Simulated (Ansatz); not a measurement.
# Si–BH2, quartet along the distance Si1-B2

Starting geometry (PBE0/def2-TZVP stationary point for this spin, not checked as a minimum):

```xyz
4

Si    0.0000    0.0000    0.6500
B     0.0000    0.0000   -1.3428
H     0.0000   -1.0760   -1.8539
H     0.0000    1.0760   -1.8539
```

From there B2, H3, H4 move together along the line of the two atoms named below, all else staying in place; atoms are numbered as listed. Energies are in kJ/mol, counted from the starting geometry at the same level.

Basis 6-31G; Ansatz 0.2.0. Correlated methods freeze the noble-gas cores. Active spaces: valence = (9e, 10o) chosen from the atoms' valence shells.

Runs in a small pair space aren't shown, since their orbitals change along the scan.

Full CI is exact within this basis and frozen core; it isn't the basis-set limit.

```csv
distance Si1-B2 (Å),CASSCF (valence space)
1.573,258.8
1.755,73.2
1.993,0.0
2.197,5.8
2.465,46.3
2.815,104.0
3.153,142.0
3.630,165.2
4.336,175.4
5.335,179.7
6.728,180.9
```

Task: Estimate the full CI curve in 6-31G from this one, knowing how CASSCF (valence space) errs.

Result: The computed full CI values, in kJ/mol from the starting point, and the error of CASSCF (valence space) against them:
| distance Si1-B2 (Å) | full CI | CASSCF (valence space) less full CI |
| --- | --- | --- |
| 1.573 | 257.5 | 1.3 |
| 1.755 | 72.6 | 0.6 |
| 1.993 | 0.0 | 0.0 |
| 2.197 | 6.3 | -0.5 |
| 2.465 | 47.8 | -1.5 |
| 2.815 | 107.6 | -3.6 |
| 3.153 | 148.7 | -6.8 |
| 3.630 | 177.7 | -12.4 |
| 4.336 | 192.2 | -16.8 |
| 5.335 | 197.9 | -18.2 |
| 6.728 | 199.4 | -18.5 |

CASSCF lacks dynamic correlation, of which the bound molecule has more, so its curve rises 18.5 kJ/mol too little out to 6.728 Å.
